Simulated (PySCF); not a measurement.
Acrylamide, C3H5NO.
Cartesian coordinates in Å at the PBE0-D3(BJ)/def2-TZVP level; atoms count from 1:
```
atom  x, y, z in Å
C1    -1.6278   -0.4787    0.6100
C2    -0.5260   -0.4704   -0.1249
C3     0.5429    0.5346    0.1316
N4     1.6258    0.4220   -0.6808
O5     0.4580    1.3917    0.9868
H6    -1.7468    0.2549    1.4000
H7    -2.4199   -1.1988    0.4458
H8    -0.3792   -1.1911   -0.9246
H9     1.7220   -0.3289   -1.3383
H10    2.4024    1.0411   -0.5277
```

Jobs on this species (10 atoms, 38 electrons) with PySCF (density fitting). Hardware of each: an Arm Neoverse N1 with one thread, no GPU, on a shared host. Times come from a shared host and carry two figures at best. Peak memory is the resident size of the whole Python process, interpreter and libraries included.

```json
{"level and settings": "WP04/pcSseg-2, IEF-PCM chloroform", "work": "shieldings", "basis functions": "250", "SCF cycles": "?", "wall time": "?", "peak memory": "?"}
{"level and settings": "PBE0-D3(BJ)/def2-TZVP, grid level 2", "work": "geometry optimisation from a GFN2-xTB start shaken at random", "basis functions": "185", "SCF cycles": "83", "wall time": "3.6 min", "peak memory": "0.72 GiB"}
{"level and settings": "PBE0/pcSseg-2", "work": "shieldings, charges and field gradients", "basis functions": "250", "SCF cycles": "14", "wall time": "41 s", "peak memory": "0.86 GiB"}
{"level and settings": "wB97X-D/pcSseg-2", "work": "shieldings", "basis functions": "250", "SCF cycles": "15", "wall time": "50 s", "peak memory": "0.95 GiB"}
{"level and settings": "B97-2/pcSseg-2", "work": "shieldings", "basis functions": "250", "SCF cycles": "15", "wall time": "39 s", "peak memory": "0.86 GiB"}
{"level and settings": "wB97X-D/pcSseg-2, IEF-PCM chloroform", "work": "shieldings", "basis functions": "250", "SCF cycles": "14", "wall time": "49 s", "peak memory": "1.1 GiB"}
{"level and settings": "KT3/pcSseg-2", "work": "shieldings", "basis functions": "250", "SCF cycles": "17", "wall time": "54 s", "peak memory": "0.73 GiB"}
```

Task: Fill in the missing figures.

Result: 
- WP04/pcSseg-2, IEF-PCM chloroform; shieldings: 39 s, 0.96 GiB, 15 SCF cycles

Task: What do all jobs in the table cost together?

Result: About 8.1 min; the longest takes about 44 % of that, and about 5.5 times as long as the shortest.
